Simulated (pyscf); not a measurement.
One four-centre exchange on the singlet surface with elements of a group swapped. ωB97M-D3(BJ)/def2-TZVP, kJ/mol, from the separated reactants. Single points on ωB97X-D3(BJ)/def2-SVP structures (PySCF, gas phase).

```
step                                barrier  reaction energy  imaginary mode (i cm⁻¹)
----------------------------------  -------  ---------------  -----------------------
H₂As–InH₂ + H₂O → HO–InH–AsH₂ + H₂      [?]              [?]                     1218
H₂Ga–AsH₂ + H₂O → HO–GaH–AsH₂ + H₂     47.8            -48.4                     1304
```

Q: Some entries are withheld; supply them.

A: 
- H₂As–InH₂ + H₂O → HO–InH–AsH₂ + H₂, barrier: 57.8
- H₂As–InH₂ + H₂O → HO–InH–AsH₂ + H₂, reaction energy: -17.7

Row 1: On the reactant side the descent ends in an adduct with a In–O contact, 57.3 kJ/mol under the separated species and 106.2 kJ/mol under the saddle at ωB97X-D3(BJ)/def2-TZVP. Row 2: On the reactant side the descent ends in an adduct with a Ga–O contact, 62.7 kJ/mol under the separated species and 104.5 kJ/mol under the saddle at ωB97X-D3(BJ)/def2-TZVP. Each row is the saddle that its search found. Elements up to Kr have no core potential and no relativistic terms here. Elements past Kr carry the def2 core potentials, without spin-orbit coupling.
